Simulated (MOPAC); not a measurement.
MOPAC input (AM1):

```
AM1 PRECISE GNORM=0.05 LET XYZ CHARGE=1 GEO-OK AUX(PRECISION=9) THREADS=1
CH5O

C    -0.02532157 1    0.79659948 1    0.00616620 1
O    -0.00968659 1   -0.72153609 1    0.05677689 1
H    -1.07603513 1    1.05857315 1    0.06196596 1
H     0.88071834 1   -1.11904627 1    0.10703011 1
H     0.51569145 1    1.10272426 1    0.89461166 1
H     0.44963847 1    1.10891103 1   -0.91835118 1
H    -0.54059096 1   -1.15847037 1   -0.63646886 1
```

Output:

```
 *******************************************************************************
 **                                                                           **
 **                              MOPAC v23.2.5                                **
 **                                                                           **
 *******************************************************************************
 ** MOPAC's Digital Object Identifier: https://doi.org/10.5281/zenodo.6511958 **
 **                                                                           **
 ** Please cite the open-source release paper for use of this MOPAC version:  **
 ** J. E. Moussa and J. J. P. Stewart (2026)                                  **
 ** MOPAC: An open-source semiempirical molecular orbital program             **
 ** J. Open Source Softw., 11(119), 8025, https://doi.org/10.21105/joss.08025 **
 *******************************************************************************

                              AM1 CALCULATION RESULTS

 *******************************************************************************
 *  AM1        - The AM1 Hamiltonian to be used
 *  GEO-OK     - OVERRIDE INTERATOMIC DISTANCE AND OTHER SAFETY CHECKS
 *
 *
 *
 *                 CHARGE ON SYSTEM = +1
 *
 *
 *
 *  LET        - OVERRIDE SOME SAFETY CHECKS
 *  PRECISE    - TIGHTER CRITERIA TO BE USED
 *  XYZ        - CARTESIAN COORDINATE SYSTEM TO BE USED
 *  GNORM      - EXIT WHEN GRADIENT NORM DROPS BELOW 0.050
 *  AUX        - OUTPUT AUXILIARY INFORMATION
 *******************************************************************************
AM1 PRECISE GNORM=0.05 LET XYZ CHARGE=1 GEO-OK AUX(PRECISION=9) THREADS=1
 CH5O

   ATOM   CHEMICAL          X               Y               Z
  NUMBER   SYMBOL      (ANGSTROMS)     (ANGSTROMS)     (ANGSTROMS)

     1       C         -0.02532157  *   0.79659948  *   0.00616620  *
     2       O         -0.00968659  *  -0.72153609  *   0.05677689  *
     3       H         -1.07603513  *   1.05857315  *   0.06196596  *
     4       H          0.88071834  *  -1.11904627  *   0.10703011  *
     5       H          0.51569145  *   1.10272426  *   0.89461166  *
     6       H          0.44963847  *   1.10891103  *  -0.91835118  *
     7       H         -0.54059096  *  -1.15847037  *  -0.63646886  *

          CARTESIAN COORDINATES

    NO.       ATOM           X           Y           Z

     1         C         -0.0253      0.7966      0.0062
     2         O         -0.0097     -0.7215      0.0568
     3         H         -1.0760      1.0586      0.0620
     4         H          0.8807     -1.1190      0.1070
     5         H          0.5157      1.1027      0.8946
     6         H          0.4496      1.1089     -0.9184
     7         H         -0.5406     -1.1585     -0.6365

  H: (AM1): M.J.S. DEWAR ET AL, J. AM. CHEM. SOC. 107 3902-3909 (1985)
  C: (AM1): M.J.S. DEWAR ET AL, J. AM. CHEM. SOC. 107 3902-3909 (1985)
  O: (AM1): M.J.S. DEWAR ET AL, J. AM. CHEM. SOC. 107 3902-3909 (1985)

           Empirical Formula: C H5 O  =     7 atoms

      MOLECULAR POINT GROUP   :   Cs

      RHF CALCULATION, NO. OF DOUBLY OCCUPIED LEVELS = 7

          Geometry optimization using EF

          DIAGONAL MATRIX USED AS START HESSIAN

 CYCLE:     1  GRAD.:    70.698 HEAT:  141.3632
 CYCLE:     2  GRAD.:   175.983 HEAT:  149.3358
 CYCLE:     3  GRAD.:    98.155 HEAT:  145.3015
 CYCLE:     4  GRAD.:   136.983 HEAT:  144.3638
 CYCLE:     5  GRAD.:   206.275 HEAT:  147.9590
 CYCLE:     6  GRAD.:    92.613 HEAT:  143.3959
 CYCLE:     7  GRAD.:    72.525 HEAT:  140.2559
 CYCLE:     8  GRAD.:   154.505 HEAT:  145.3881
 CYCLE:     9  GRAD.:    17.897 HEAT:  138.4350
 CYCLE:    10  GRAD.:     6.408 HEAT:  138.2784
 CYCLE:    11  GRAD.:     1.125 HEAT:  138.2586
 CYCLE:    12  GRAD.:     0.568 HEAT:  138.2576
 CYCLE:    13  GRAD.:     0.221 HEAT:  138.2574
 CYCLE:    14  GRAD.:     1.421 HEAT:  138.2579
 CYCLE:    15  GRAD.:     0.043 HEAT:  138.2573

     GRADIENT =  0.04336 IS LESS THAN CUTOFF =  0.05000

 -------------------------------------------------------------------------------
 AM1 PRECISE GNORM=0.05 LET XYZ CHARGE=1 GEO-OK AUX(PRECISION=9) THREADS=1
 CH5O

     GEOMETRY OPTIMISED USING EIGENVECTOR FOLLOWING (EF).
     SCF FIELD WAS ACHIEVED

                              AM1 CALCULATION
                                                       MOPAC v23.2.5 Linux

          FINAL HEAT OF FORMATION =        138.25733 KCAL/MOL =     578.46868 KJ/MOL

          COSMO AREA              =         71.00 SQUARE ANGSTROMS
          COSMO VOLUME            =         51.61 CUBIC ANGSTROMS

          GRADIENT NORM           =          0.04336          =       0.01639 PER ATOM
          IONIZATION POTENTIAL    =         19.536744 EV
          HOMO LUMO ENERGIES (EV) =        -19.537 -5.992
          NO. OF FILLED LEVELS    =          7
          MOLECULAR WEIGHT        =         33.0499         POINT GROUP:  Cs

          MOLECULAR DIMENSIONS (Angstroms)

            Atom       Atom       Distance
            H     7    H     5     2.92020
            H     4    H     3     2.78979
            H     6    O     2     1.77499

          SCF CALCULATIONS        =         16

   ATOM   CHEMICAL          X               Y               Z
  NUMBER   SYMBOL      (ANGSTROMS)     (ANGSTROMS)     (ANGSTROMS)

     1       C         -0.02217461  *   0.77554432  *   0.00124784  *
     2       O         -0.02907857  *  -0.71757838  *   0.09363123  *
     3       H         -1.10733093  *   1.04929137  *   0.05172563  *
     4       H          0.90620542  *  -1.06570950  *   0.05495030  *
     5       H          0.54233757  *   1.09505460  *   0.91469165  *
     6       H          0.46926815  *   1.07608521  *  -0.95412826  *
     7       H         -0.51465970  *  -1.10511417  *  -0.68830878  *

                             CARTESIAN COORDINATES

   1    C       -0.022174611     0.775544319     0.001247836
   2    O       -0.029078574    -0.717578379     0.093631230
   3    H       -1.107330932     1.049291371     0.051725633
   4    H        0.906205421    -1.065709502     0.054950299
   5    H        0.542337574     1.095054604     0.914691646
   6    H        0.469268146     1.076085207    -0.954128257
   7    H       -0.514659698    -1.105114165    -0.688308781

           Empirical Formula: C H5 O  =     7 atoms

      MOLECULAR POINT GROUP   :   Cs

                  EIGENVALUES
 -47.28988 -34.51769 -27.55747 -25.40677 -23.09432 -19.77557 -19.53674  -5.99154
  -2.96686  -2.64476  -1.98049  -1.84714  -1.77299

              NET ATOMIC CHARGES AND DIPOLE CONTRIBUTIONS

  ATOM NO.   TYPE          CHARGE      No. of ELECS.   s-Pop       p-Pop
    1          C          -0.074208        4.0742     1.28975     2.78446
    2          O          -0.112775        6.1128     1.78737     4.32540
    3          H           0.176184        0.8238     0.82382
    4          H           0.343781        0.6562     0.65622
    5          H           0.176189        0.8238     0.82381
    6          H           0.147058        0.8529     0.85294
    7          H           0.343771        0.6562     0.65623
 DIPOLE           X         Y         Z       TOTAL
 POINT-CHG.     0.587    -0.736    -1.082     1.434
 HYBRID         0.299    -0.361    -0.553     0.725
 SUM            0.886    -1.097    -1.635     2.159

          ATOMIC ORBITAL ELECTRON POPULATIONS

     Atom    s        px        py        pz
    1  C   1.28975   1.11251   0.58056   1.09139
    2  O   1.78737   1.38410   1.36238   1.57893
    3  H   0.82382
    4  H   0.65622
    5  H   0.82381
    6  H   0.85294
    7  H   0.65623

 **********************
 *                    *
 * JOB ENDED NORMALLY *
 *                    *
 **********************

 == MOPAC DONE ==
```

The dipole moment of an ion depends on the origin.
